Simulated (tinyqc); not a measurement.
Inside a calculation. Method: extended Hueckel theory, for H3O+. The parameters take no account of the charge, which enters only through the electron count. One step of it, computed by the program tinyqc.

Task: Mulliken analysis. P = C n C^T; charge = valence electrons (H 1, O 6) minus the sum of (P S)_ii on the atom; overlap population = 2 sum P_ij S_ij between two atoms.

coefficients:
```
             MO1        MO2        MO3        MO4        MO5        MO6        MO7
1O 2s   0.844735   0.000000   0.000025   0.134228  -0.000972   0.000000   1.020501
1O 2px  0.000020   0.000000   0.711364  -0.000073  -0.895879   0.000000  -0.001263
1O 2py  0.000000   0.711277   0.000000   0.000000   0.000000   0.896244   0.000000
1O 2pz  0.021176   0.000000   0.000078   0.963746   0.000362   0.000000  -0.389823
2H 1s   0.106900   0.000000   0.400353  -0.069477   0.967410   0.000000  -0.649002
3H 1s   0.107020   0.346629  -0.200029  -0.069467  -0.482429  -0.837314  -0.651529
4H 1s   0.107020  -0.346629  -0.200029  -0.069467  -0.482429   0.837314  -0.651529
```

occupations: 2.000000  2.000000  2.000000  2.000000  0.000000  0.000000  0.000000

overlap S:
```
           1O 2s     1O 2px     1O 2py     1O 2pz      2H 1s      3H 1s      4H 1s
1O 2s   1.000000   0.000000   0.000000   0.000000   0.441747   0.442112   0.442112
1O 2px  0.000000   1.000000   0.000000   0.000000   0.354022  -0.177020  -0.177020
1O 2py  0.000000   0.000000   1.000000   0.000000   0.000000   0.306783  -0.306783
1O 2pz  0.000000   0.000000   0.000000   1.000000  -0.143157  -0.143320  -0.143320
2H 1s   0.441747   0.354022   0.000000  -0.143157   1.000000   0.202878   0.202878
3H 1s   0.442112  -0.177020   0.306783  -0.143320   0.202878   1.000000   0.202938
4H 1s   0.442112  -0.177020  -0.306783  -0.143320   0.202878   0.202938   1.000000
```

Give: charges; Overlap populations.

Result:

charges: 1O -0.221, 2H 0.407, 3H 0.407, 4H 0.407

Overlap populations:

| pair | value |
|---|---|
| 2-1 | 0.583437 |
| 3-1 | 0.583763 |
| 3-2 | -0.051787 |
| 4-1 | 0.583763 |
| 4-2 | -0.051787 |
| 4-3 | -0.051840 |
